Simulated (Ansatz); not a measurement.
# Worked example: correlation energy of O2⁺, quartet

Geometry: that of the O2, triplet, kept fixed.

```xyz
2

O     0.0000    0.0000    0.0000
O     0.0000    0.0000    1.1928
```

Basis cc-pVDZ; Ansatz 0.2.0. Correlated methods freeze the noble-gas cores, which leaves 11 electrons in 26 orbitals. Prefix R: restricted or restricted open-shell reference; prefix U: unrestricted.

Full CI isn't at hand for all of this; UCCSDTQ serves as the reference, and is uncertain by about the last step of the cluster series.

Runs differ by some tens of microhartree through their thresholds and, for an open shell, their frozen cores, so steps under 0.03 kcal/mol mean nothing.

| level | total energy (hartree) |
| --- | --- |
| UHF | -149.096695 |
| UMP2 | -149.351596 |
| UCCSD | -149.376082 |
| UCCSD(T) | -149.381740 |
| UCCSDT | -149.382314 |
| UCCSDT(Q) | -149.383030 |
| UCCSDTQ | -149.383055 |

**Question.** What is the correlation energy at UCCSDTQ, and what share of it do UMP2 and UCCSD recover?

**Answer.** E(corr) = -149.383055 − (-149.096695) = -0.286360 hartree = -7.792 eV. UMP2: -0.254901 / -0.286360 = 89.01 %. UCCSD: -0.279387 / -0.286360 = 97.56 %.

**Question.** By how many kcal/mol does UCCSD(T) miss UCCSDTQ (1 hartree = 627.509 kcal/mol), and which steps make up the rest?

**Answer.** -149.381740 − (-149.383055) = 0.001315 hartree = 0.83 kcal/mol. Steps: UCCSDT − UCCSD(T) = -0.36, UCCSDT(Q) − UCCSDT = -0.45, UCCSDTQ − UCCSDT(Q) = -0.02 kcal/mol. Differences between like states or geometries often cancel part of this.
